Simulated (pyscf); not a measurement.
`[O]=[B][SiH3]` + `[H][H]` → `[BH]=[O]` + `[SiH4]`, a four-centre exchange (singlet surface; B–Si, H–H broken, B–H, H–Si formed). Single points on ωB97X-D3(BJ)/def2-SVP structures (PySCF, gas phase). Energies in eV from the separated reactants.

Small-basis levels: PySCF, no dispersion term, spherical d functions. 

Q: Quick BP86/6-31G* single points give ΔE‡ = 2.88 eV and ΔE = -0.09 eV. What does ωB97M-D3(BJ)/def2-TZVP give, and how far is the quick result from it?

A: ωB97M-D3(BJ)/def2-TZVP gives ΔE‡ = 3.02 eV and ΔE = -0.18 eV. BP86/6-31G* lies 0.14 eV under it in the barrier and 0.09 eV over it in the reaction energy, so on this step it does not hold to within 0.13 eV. ωB97M-D3(BJ)/def2-TZVP has limits of its own. One saddle was located; it need not be the lowest between these sides.
